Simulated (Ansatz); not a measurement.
Input file:

```yaml
crystal:
  periodic: [false, false, false]
  atoms:
    - {symbol: P, position_ang: [0.045627, 0.000000, 0.000000]}
    - {symbol: H, position_ang: [0.161577, 0.000000, -1.514668]}
    - {symbol: H, position_ang: [-0.862630, 1.078238, 0.000000]}
    - {symbol: H, position_ang: [-0.862630, -1.078238, 0.000000]}
    - {symbol: H, position_ang: [0.161577, 0.000000, 1.514668]}
basis:
  gaussian: {orbitals: 6-31G}
total_charge: 1
magnetization: {spin_polarized: false}
correlation: {method: bccd_t, electrons: outside_noble_gas}
accuracy: high
```

```sh
$ ansatz run in.yaml --threads 1 --pin off --events-out ev --progress --plain --max-ram 2393MiB
```

The program prints:

```
472 factors; integrals over basis functions are off by at most 2.7e-9 eV
mean field evaluation 1: about -9322.4871 eV, gradient 1.0e1 eV
mean field evaluation 2: about -9322.4900 eV, gradient 1.0e1 eV
mean field evaluation 4: about -9322.9773 eV, gradient 6.6e-1 eV
mean field evaluation 8: about -9322.9817 eV, gradient 2.5e-7 eV
mean field evaluation 16: about -9322.9742 eV, gradient 6.6e-1 eV
mean field -9322.98171473 eV, -342.6132586723 hartree, gradient 1.1e-8 eV, S^2 0.000000; 0 other end points of the search recorded, 0 dependent functions left out
5 core orbitals not correlated: weight in the atoms' cores, before any rotation towards them, 1.000 or more for the frozen orbitals, at most 0.000 for the correlated occupied ones
reference -9322.98171473 eV, -342.6132586723 hartree; 4, 4 occupied and 12, 12 virtual orbitals, 472 factors
second order -2.06349936 eV of doubles, -0.00000000 eV of singles
cycle   1  -2.57502904 eV  change   -5.1e-1 eV  update   6.4e-2
cycle   2  -2.85643228 eV  change   -2.8e-1 eV  update   2.7e-2
cycle   3  -2.86645766 eV  change   -1.0e-2 eV  update   4.9e-3
cycle   4  -2.86859666 eV  change   -2.1e-3 eV  update   1.6e-3
cycle   5  -2.86884387 eV  change   -2.5e-4 eV  update   4.9e-4
cycle   6  -2.86888278 eV  change   -3.9e-5 eV  update   1.4e-4
cycle   7  -2.86894705 eV  change   -6.4e-5 eV  update   3.7e-5
cycle   8  -2.86894350 eV  change    3.5e-6 eV  update   1.5e-5
cycle   9  -2.86892943 eV  change    1.4e-5 eV  update   4.3e-6
cycle  10  -2.86893269 eV  change   -3.3e-6 eV  update   1.2e-6
cycle  11  -2.86893232 eV  change    3.7e-7 eV  update   3.2e-7
cycle  12  -2.86893228 eV  change    4.4e-8 eV  update   9.7e-8
cycle  13  -2.86893220 eV  change    8.3e-8 eV  update   3.2e-8
cycle  14  -2.86893217 eV  change    2.3e-8 eV  update   1.5e-8
cycle  15  -2.86893144 eV  change    7.3e-7 eV  update   1.3e-7
cycle  16  -2.86893116 eV  change    2.8e-7 eV  update   5.8e-8
cycle  17  -2.86893112 eV  change    4.5e-8 eV  update   1.6e-8
cycle  18  -2.86893112 eV  change   9.7e-11 eV  update   3.0e-9
cycle  19  -2.86893112 eV  change   -1.2e-9 eV  update  6.4e-10
cycle  20  -2.86893112 eV  change  -5.7e-10 eV  update  2.4e-10
perturbative correction -0.02815697 eV, -0.0010347496 hartree
Total energy: -9325.87880282 eV, -342.7197246959 hartree
```

Ran on 1 thread of Arm Neoverse V1, shared host: 0.33 s wall, 0.07 GiB peak host memory.
